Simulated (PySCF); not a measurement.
Species: NaF.
SMILES: `[F][Na]`

Theory: PBE0-D3(BJ)/def2-SVP geometry optimisation, gas phase (PySCF 2.14.0).

Masses are those of the commonest isotopes; rigid-rotor values at the optimised geometry. 

Task: What are the moment of inertia and the rotational constant?

Result: I = 36.996 u·Å², B = 505379 MHz·u·Å²/I = 13660 MHz (0.4557 cm⁻¹, or 0.656 K as hB/k). For two atoms I = μr² with μ = 10.4022 u and r = 1.8859 Å.

Task: List the first levels of a rigid rotor in a Σ state.

Result: E(J) = BJ(J+1): J = 1: 0.911, J = 2: 2.734, J = 3: 5.468, J = 4: 9.113, J = 5: 13.670, J = 6: 19.138 cm⁻¹.

Task: Where do the first rotational lines fall?

Result: The dipole is 7.31 D; J+1 ← J lies at 2B(J+1): 1 ← 0 at 27.32 GHz, 2 ← 1 at 54.64 GHz, 3 ← 2 at 81.96 GHz, 4 ← 3 at 109.28 GHz, 5 ← 4 at 136.60 GHz, 6 ← 5 at 163.92 GHz.

Not checked by PBE0-D3(BJ)/def2-SVP frequencies. Zero-point vibration and centrifugal distortion are left out.

The run took 1.1 s wall on an Arm Neoverse V2 with one thread, shared host, and the process peaked at 0.24 GiB of memory. This is the geometry optimisation.
